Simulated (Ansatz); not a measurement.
**N₂O: energies up the ladder**

One table from this session's results is given with a row withheld; the runs are named, their logs left out.

Computed with Ansatz 0.2.0 (the levels named in each step, unless a step's input says otherwise).

## The structure to begin with

Bond lengths: N1–N2 1.106 Å, N2–O3 1.150 Å. Angles: N1–N2–O3 180.0°.

Structure file:

```xyz
3

N     0.0000    0.0000   -1.1206
N     0.0000    0.0000   -0.0149
O     0.0000    0.0000    1.1355
```

Set-up of the first run:

The input, input.yaml:

```yaml
crystal:
  periodic: [false, false, false]
  atoms:
    - { symbol: "N", position_ang: [0.0, 0.0, -1.13690444] }
    - { symbol: "N", position_ang: [0.0, 0.0, -0.01877858] }
    - { symbol: O, position_ang: [0.0, 0.0, 1.15567301] }
basis:
  gaussian: { orbitals: def2-TZVPP }
hamiltonian:
  xc: pbe0
  dispersion: d4
phonons: {}
```

The run is started by

```console
$ ansatz run input.yaml --threads 2 --pin off --max-ram 5120MiB --backend cpu --events-out ev --progress --plain --runs-dir out
```

Among the steps run: Frequencies, PBE0-D4/def2-TZVPP; Single point, PBE-D4/def2-TZVPP; Single point, r2SCAN-D4/def2-TZVPP; Single point, B3LYP-D4/def2-TZVPP; Single point, wB97M-V/def2-TZVPP; Single point, B2PLYP/def2-TZVPP; Single point, LDA/def2-TZVPP; Single point, PBE0-D4/def2-SVP; Single point, PBE-D4/def2-SVP; Single point, CCSD(T)/def2-TZVPP; Single point, CCSD(T)/def2-QZVPP; The cation of multiplicity 2 at the same geometry, PBE0-D4/def2-TZVPP; The cation of multiplicity 2 at the same geometry, PBE-D4/def2-TZVPP; The cation of multiplicity 2 at the same geometry, r2SCAN-D4/def2-TZVPP; The cation of multiplicity 2 at the same geometry, B3LYP-D4/def2-TZVPP; The cation of multiplicity 2 at the same geometry, wB97M-V/def2-TZVPP; The cation of multiplicity 2 at the same geometry, B2PLYP/def2-TZVPP; The cation of multiplicity 2 at the same geometry, CCSD(T)/def2-TZVPP; The cation of multiplicity 2 at the same geometry, CCSD(T)/def2-QZVPP.

One of the session's tables, all rows but one given; the rest of the session is left out.

```
               level  vertical ionisation energy (eV)
   PBE-D4/def2-TZVPP                                ?
r2SCAN-D4/def2-TZVPP                           12.844
 B3LYP-D4/def2-TZVPP                           12.944
  wB97M-V/def2-TZVPP                           12.781
   B2PLYP/def2-TZVPP                           13.036
  CCSD(T)/def2-TZVPP                           12.813
  CCSD(T)/def2-QZVPP                           12.924
         CCSD(T)/CBS                           13.009
```

Estimate the missing values for PBE-D4/def2-TZVPP.

**Answer.** vertical ionisation energy (eV): 12.908. In the column «vertical ionisation energy (eV)» it lies between r2SCAN-D4/def2-TZVPP (12.844) and CCSD(T)/def2-QZVPP (12.924).

Limits of these values: The calculated value is vertical, without zero-point energy; a measured adiabatic one lies lower. <S²> exceeds the pure value by up to 0.20: some mean fields break spin symmetry, which blurs their results.
